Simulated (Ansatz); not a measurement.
A calculation with Ansatz (development build ahead of 0.2.0).

```yaml
crystal:
  periodic: [false, false, false]
  atoms:
    - { symbol: F, position_ang: [0.0, 0.0, -0.74328] }
    - { symbol: F, position_ang: [0.0, 0.0, 0.74328] }
basis:
  gaussian: { orbitals: cc-pVTZ }
hamiltonian:
  xc: hf
```

The input is written out in the form of the current development build from the run's settings.

The run gave:

```yaml
Converged: yes
Total_energy: -198.73920 hartree
Spin_squared_of_the_determinant: 0.000
```

Caution: in another basis set an unrestricted determinant lies well below.
